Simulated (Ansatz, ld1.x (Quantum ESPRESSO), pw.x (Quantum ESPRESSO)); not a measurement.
**hafnium (diamond): variants of one TM potential in the solid**

hafnium, norm-conserving Troullier–Martins (Kleinman–Bylander form), made with ld1.x (Quantum ESPRESSO) 7.5 (LDA (PW92), scalar-relativistic). Core [Xe] 4f14, reference 5d2 6s2 6p0. Waves: 6p (bound, empty): rc 4.20 bohr; 5d (bound): rc 1.80 bohr; 5f channel at 0.05 Ry: rc 4.05 bohr; 6s (bound): rc 2.20 bohr. Local part: the s channel. Core correction: a·sin(br)/r model core inside 1.05 bohr.

Crystal test: diamond Hf in pw.x 7.5, no spin, 8³ k-points, Fermi–Dirac smearing 0.01 Ry, cutoffs set for each file from its atomic test. The reference is all-electron LAPW (Ansatz 0.2.0) with the same functional, mesh and smearing; V0 and B0 come from Birch–Murnaghan fits to the pressures at five volumes. Errors are pseudo minus all-electron; Δ is the rms difference of the E(V) curves that follow from these fits, minima aligned, over ±6 % about the mean V0. Mesh and smearing are coarse, so the numbers serve the comparison and aren't converged zero-temperature values; the lattice is a test structure that the element need not adopt.

All-electron: a0 = 6.237 Å (V0 = 30.33 Å³/atom), B0 = 31.2 GPa.

Base: The largest radius (4.20 bohr) exceeds half the bond length (2.55 bohr), so the spheres overlap, which is one possible source of error among others. This is a poor potential for the solid. The logarithmic derivative shows an extra or strongly shifted pseudo pole above the reference energy (s near 1.56 Ry).

1 further variants are left out: they gave no file fit for a test, a broken result, the same result as the base, or pressures whose basis-set error rivals the error shown.

A dash in a converged row means that the minimum lies outside the volumes sampled.

```csv
change,cutoffs (Ry),pw.x,a0 (Å),a0 error (%),B0 error (%),Δ (meV/atom),mean pressure error (GPa)
base,50/200,converged,6.187,-0.81,-14.3,4.9,-0.69
wave 5d (bound): rc 1.80 bohr becomes 5d (bound): rc 2.00 bohr,50/200,converged,6.187,-0.81,-14.3,4.9,-0.68
core correction a·sin(br)/r model core inside 0.94 bohr,50/200,converged,6.211,-0.42,-14.9,2.7,-0.38
wave 5f channel at 0.05 Ry: rc 4.05 bohr becomes 5f channel at 0.21 Ry: rc 4.05 bohr,50/200,converged,6.188,-0.79,-14.0,4.8,-0.67
```

(1) Give the row for: wave 5f channel at 0.05 Ry: rc 4.05 bohr becomes 5f channel at 0.05 Ry: rc 5.14 bohr.

Results:

(1) pw.x: converged; mean pressure error (GPa): -1.69.
